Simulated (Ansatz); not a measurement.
## RuC2: from a trial structure to a relaxed crystal

Method: DFT PBE, scalar-relativistic, plane waves, PAW in Ansatz. Cutoff 420 eV, Γ-centred k mesh, Gaussian smearing, no spin polarisation in the final step.

The start puts RuC2 on the MoSi2 (C11b) structure type (I4/mmm, No. 139), with Ru in place of Mo, C in place of Si, at a guessed volume.

```
Ru C
1.0
    -1.40318    1.40318    3.44219
     1.40318   -1.40318    3.44219
     1.40318    1.40318   -3.44219
Ru C
1 2
Direct
  0.00000 0.00000 0.00000
  0.66500 0.66500 0.00000
  0.33500 0.33500 0.00000
```

Steps on the 8×8×8 mesh (3 atoms). 6 of 6 steps are shown, and the free energy counts from the last. Trial steps that were taken back and renewals of the plane-wave basis can be among the rows.

| step | ΔF (meV/atom) | V (Å³/atom) | P (GPa) | largest force component (eV/Å) |
| --- | --- | --- | --- | --- |
| 1 | 44.2 | 9.04 | -12.96 | 0.507 |
| 2 | 10.5 | 8.60 | -0.76 | 0.516 |
| 3 | 2.6 | 8.47 | 3.17 | 0.185 |
| 4 | -0.4 | 8.47 | 1.70 | 0.044 |
| 5 | -0.9 | 8.53 | -0.10 | 0.026 |
| 6 | 0.0 | 8.53 | -0.21 | 0.025 |

A final relaxation ran on a 24×24×24 mesh. The relaxed crystal, I4/mmm (No. 139):

Space group I4/mmm (No. 139). a = 2.760 Å, b = 2.760 Å, c = 6.714 Å, α = 90.00°, β = 90.00°, γ = 90.00°
| atom | site | symmetry | x | y | z |
| --- | --- | --- | --- | --- | --- |
| Ru | 2a | 4/mmm | 0.0000 | 0.0000 | 0.0000 |
| C | 4e | 4mm | 0.5000 | 0.5000 | 0.1768 |

* Volume per atom: 8.52 Å³
* Density: 8.12 g/cm³
* Energy over the elements: 1.91 eV/atom
* Gap on the 24×24×24 mesh: 0 eV (a metal)

Energies over the elements count from the elements' standard structures at the same level, with no empirical corrections.

The final run used a 24×24×24 mesh on its 3-atom cell and 0.10 eV smearing. For metals, differences of a few meV/atom aren't resolved.

Symmetry constrained the relaxation, so the result can be a saddle point.

Cost: 3 runs of about 2.8 core-minutes in all, on Arm Neoverse V1 (shared hosts).